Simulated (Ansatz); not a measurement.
Molecule (SMILES): P (PH3).
Atoms: P1, H2, H3, H4. Bonds: P1-H2, P1-H3, P1-H4.

Basis-set convergence of the highest harmonic wavenumber at B3LYP with Ansatz (a first-principles code). Each level at its own minimum, finite differences of forces, unscaled; the reference is a large set that could be run, not a limit. Cartesian d functions, on some or all atoms, in 6-31G*, 6-31+G*, 6-31G**; all else is spherical. The program fits the integrals of some runs and decomposes those of others, by size. Core-valence sets carry the plain set on hydrogen. No added dispersion term, no relativity. Reference: the value in aug-pcseg-2, 2392 cm⁻¹, itself unsure by roughly 4 cm⁻¹ (its mean distance from aug-cc-pV(T+d)Z, def2-TZVPPD).

```json
[
 {"basis": "6-31G", "functions": "19", "highest harmonic wavenumber (cm⁻¹)": "[?]"},
 {"basis": "pcseg-0", "functions": "19", "highest harmonic wavenumber (cm⁻¹)": "[?]"},
 {"basis": "def2-SV(P)", "functions": "24", "highest harmonic wavenumber (cm⁻¹)": "2387"},
 {"basis": "6-31G*", "functions": "25", "highest harmonic wavenumber (cm⁻¹)": "[?]"},
 {"basis": "6-31+G*", "functions": "29", "highest harmonic wavenumber (cm⁻¹)": "[?]"},
 {"basis": "def2-SVP", "functions": "33", "highest harmonic wavenumber (cm⁻¹)": "2388"},
 {"basis": "pcseg-1", "functions": "33", "highest harmonic wavenumber (cm⁻¹)": "2407"},
 {"basis": "6-31G**", "functions": "34", "highest harmonic wavenumber (cm⁻¹)": "2408"},
 {"basis": "cc-pV(D+d)Z", "functions": "38", "highest harmonic wavenumber (cm⁻¹)": "2386"},
 {"basis": "pcseg-2", "functions": "76", "highest harmonic wavenumber (cm⁻¹)": "2392"},
 {"basis": "def2-TZVPP", "functions": "84", "highest harmonic wavenumber (cm⁻¹)": "2396"},
 {"basis": "jun-cc-pV(T+d)Z", "functions": "90", "highest harmonic wavenumber (cm⁻¹)": "2396"},
 {"basis": "cc-pCVTZ", "functions": "101", "highest harmonic wavenumber (cm⁻¹)": "2393"}
]
```

Question: Fill in the missing entries.

Answer: 
- 6-31G, highest harmonic wavenumber (cm⁻¹): 2291
- pcseg-0, highest harmonic wavenumber (cm⁻¹): 2217
- 6-31G*, highest harmonic wavenumber (cm⁻¹): 2419
- 6-31+G*, highest harmonic wavenumber (cm⁻¹): 2417
